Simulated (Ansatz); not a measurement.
Input file:

```yaml
crystal:
  periodic: [false, false, false]
  atoms:
    - {symbol: B, position_ang: [0.000000, 0.003306, 1.549431]}
    - {symbol: Al, position_ang: [0.000000, 0.003306, -0.529897]}
    - {symbol: H, position_ang: [0.000000, -1.408021, -1.250404]}
    - {symbol: H, position_ang: [0.000000, 1.284059, -1.183743]}
basis:
  gaussian: {orbitals: 6-31G}
magnetization: {spin_polarized: false, initial_magnetization: 2}
correlation: {method: fci, electrons: outside_noble_gas}
```

```sh
$ ansatz run in.yaml --threads 1 --pin off --events-out ev --progress --plain --max-ram 2393MiB
```

Output:

```
571 factors; integrals over basis functions are off by at most 1.6e-7 eV
mean field evaluation 1: about -7279.0969 eV, gradient 9.1e0 eV
mean field evaluation 2: about -7279.1035 eV, gradient 9.1e0 eV
mean field evaluation 4: about -7280.6815 eV, gradient 2.2e0 eV
mean field evaluation 8: about -7280.8790 eV, gradient 9.0e-2 eV
mean field evaluation 16: about -7280.3767 eV, gradient 2.1e-2 eV
mean field evaluation 32: about -7280.8789 eV, gradient 1.1e-1 eV
mean field -7280.87907648 eV, -267.5673709034 hartree, gradient 2.3e-6 eV, S^2 2.000000; 6 other end points of the search recorded, 0 dependent functions left out
mean field evaluation 64: about -7280.3885 eV, gradient 5.1e-1 eV
determinant -7280.87907648 eV, -267.5673709034 hartree, with singles and doubles -7283.12265207 eV, -267.6498207859 hartree
determinant -7280.37667479 eV, -267.5489079821 hartree, with singles and doubles -7282.45265430 eV, -267.6251988217 hartree
6 core orbitals not correlated: weight in the atoms' cores, before any rotation towards them, 1.000 or more for the frozen orbitals, at most 0.000 for the correlated occupied ones
reference -7280.87907648 eV, -267.5673709034 hartree; 5, 3 occupied and 15, 17 virtual orbitals, 571 factors
state -7283.20189636 eV, -267.6527329597 hartree
Total energy: -7283.20189636 eV, -267.6527329597 hartree
```

Natural occupations: 1.9715 1.9602 1.9308 0.9921 0.9829 0.0421 0.0338 0.0270 0.0190 0.0154 0.0060 0.0050 0.0041 0.0033 0.0032 0.0012 0.0008 0.0008 0.0007 0.0002.

Ran on 1 thread of Arm Neoverse V1, shared host: 69 s wall, 1.1 GiB peak host memory.
